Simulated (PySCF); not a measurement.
Isomers of C2F3N. The calculation used PySCF 2.14.0, PBE0-D3(BJ)/def2-SVP geometry optimisation, gas phase. One conformer each; no zero-point energy, no entropy. No frequencies were run at this level. Point groups hold within 0.08 Å.

Task: Order them by energy at this level, lowest first, and give relative energies in kcal/mol.
A. `[C-]#[N+]C(F)(F)F`
B. `C(#N)C(F)(F)F`

Result: B (0.0), A (12.2).

| SMILES | E (Eh) | E rel (kcal/mol) | dipole (D) | point group | A, B, C (MHz) |
| --- | --- | --- | --- | --- | --- |
| N#CC(F)(F)F | -429.70128 | 0.0 | 1.33 | C3v | 5733, 2956, 2956 |
| [C-]#[N+]C(F)(F)F | -429.68189 | 12.2 | 1.11 | C3v | 5753, 3228, 3228 |

Task: How do the relative energies change in single points at BLYP/pcSseg-2 (no added dispersion term) on the same geometries?

Result: 
| SMILES | PBE0-D3(BJ)/def2-SVP (kcal/mol) | BLYP/pcSseg-2 (kcal/mol) | shift |
| --- | --- | --- | --- |
| N#CC(F)(F)F | 0.0 | 0.0 | 0.0 |
| [C-]#[N+]C(F)(F)F | 12.2 | 16.0 | +3.8 |

Each column counts from its own lowest isomer. The order is unchanged; the largest shift is 3.8 kcal/mol.
